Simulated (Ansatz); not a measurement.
Reaction: SiN2H6 (SMILES N[SiH2]N) → SiNH4 (SMILES N[SiH2], doublet) + NH2 (SMILES [NH2], doublet) (the N-Si bond breaks)
Each species at its own B3LYP-D3(BJ)/def2-TZVP minimum (Ansatz, a quantum-chemistry and plane-wave program), one conformer.

Property: bond dissociation energy (electronic), in kcal/mol. UHF or UKS for unpaired electrons; spin-orbit terms are left out. CBS(X,Y): correlation extrapolated as X^-3, Hartree-Fock from the larger set. A bracket is a step between two methods taken in the basis named. The functionals are non-relativistic, so their misses hold any scalar relativity. 'core' is core correlation in cc-pwCVTZ (1s frozen past Ne), 'X2C' scalar relativity in cc-pVTZ-DK, both at CCSD(T).

CCSD(T)/CBS(cc-pV(T+d)Z,cc-pV(Q+d)Z) + [CCSDT(Q) - CCSD(T)]/cc-pV(D+d)Z + core + X2C (Ansatz) gives 113.3 kcal/mol.

Task: What does PBE/def2-TZVPD (Ansatz) give here, and how do the other levels compare?

Result: PBE gives 104.9 kcal/mol, 8.4 kcal/mol below it. Differences of the others: r2SCAN/def2-TZVPD (Ansatz) -9.4; PBE0/def2-TZVPD (Ansatz) -7.5; CCSD(T)/CBS(cc-pV(T+d)Z,cc-pV(Q+d)Z) + core + X2C (Ansatz) 0.1 kcal/mol. Nearer than PBE: PBE0/def2-TZVPD, CCSD(T)/CBS(cc-pV(T+d)Z,cc-pV(Q+d)Z) + core + X2C.
